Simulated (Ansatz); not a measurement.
A made-up structure of CH$_{2}$AlS (charge +1), singlet:

C1  (-1.425, -0.619, -0.131)
Al2  (0.169, 0.949, -0.199)
S3  (0.160, -0.890, 0.249)
H4  (0.633, -2.103, 0.640)
H5  (0.557, 2.421, -0.482)
(Å)

It is relaxed with PBE-D4/def2-SVP and then PBE0-D4/def2-TZVP (Ansatz 0.2.0). Atoms count as bonded within 1.22 times the sum of their covalent radii (H–H: 0.88 Å). The end point is not checked to be a true minimum.

**Question.** Does its bonding change? (Judge from chemistry; the calculation decides.)

**Answer.** By the calculation: Yes. Formed: none; broken: Al2–S3.

Where it ends: The first stage lowers the energy by 3.01 eV in 13 steps. It ends as CH₂AlS ([AlH][C][SH]), total charge +1:
| atom | x (Å) | y (Å) | z (Å) |
| --- | --- | --- | --- |
| C1 | -0.0553 | -0.3377 | 0.0706 |
| Al2 | 0.0890 | 1.4346 | -0.3326 |
| S3 | 0.6412 | -1.6682 | 0.5415 |
| H4 | -0.3923 | -2.5744 | 0.5479 |
| H5 | -0.1879 | 2.9027 | -0.7491 |

Labels in which every atom is bracketed show which atoms are joined, not bond orders.

For scale, one of the runs: PBE0-D4/def2-TZVP relaxation, 117 basis functions, launched by `ansatz run in.yaml --threads 2 --pin off --events-out ev --progress --plain --max-ram 4352MiB`. The run took about 12 s on 2 CPU threads of an AMD EPYC 7R32 (shared host).
